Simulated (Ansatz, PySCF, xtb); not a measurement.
Homolysis of single bonds, series Ge Cl-H. All species are isolated molecules in the gas phase. Strings in code marks are SMILES.

Quantity: homolytic bond dissociation enthalpy at 298 K (no spin–orbit term), in kJ/mol. Enthalpy corrections at 298 K come from GFN2-xTB frequencies (xtb).

Level 1: ωB97X-D3(BJ)/def2-TZVP // B3LYP-D3(BJ)/def2-TZVP (PySCF)
Level 2: frozen-core MP2/cc-pVTZ // B3LYP-D3(BJ)/def2-TZVP (Ansatz, a quantum-chemistry and plane-wave program)
Level 3: B3LYP/6-311+G** (LANL2DZ on Ge) // B3LYP-D3(BJ)/def2-TZVP (PySCF)
Level 4: PBE/6-31G* // B3LYP-D3(BJ)/def2-TZVP (PySCF)

```
species                                                                           level 1  level 2  level 3  level 4
--------------------------------------------------------------------------------  -------  -------  -------  -------
Cl–Ge bond of `[Cl][Ge]([Cl])([Cl])[Cl]`, giving `[Cl]` and `[Cl][Ge]([Cl])[Cl]`    397.0    406.3    307.1    353.8
Cl–Ge bond of `[Cl][GeH]([Cl])[Cl]`, giving `[Cl]` and `[Cl][GeH][Cl]`              407.8    413.6    326.8    372.4
Cl–Ge bond of `[Cl][GeH2][Cl]`, giving `[Cl]` and `[Cl][GeH2]`                      416.9    417.4    345.0    388.5
Cl–Ge bond of `[Cl][GeH3]`, giving `[Cl]` and `[GeH3]`                              420.7    414.0    356.7    395.5
```
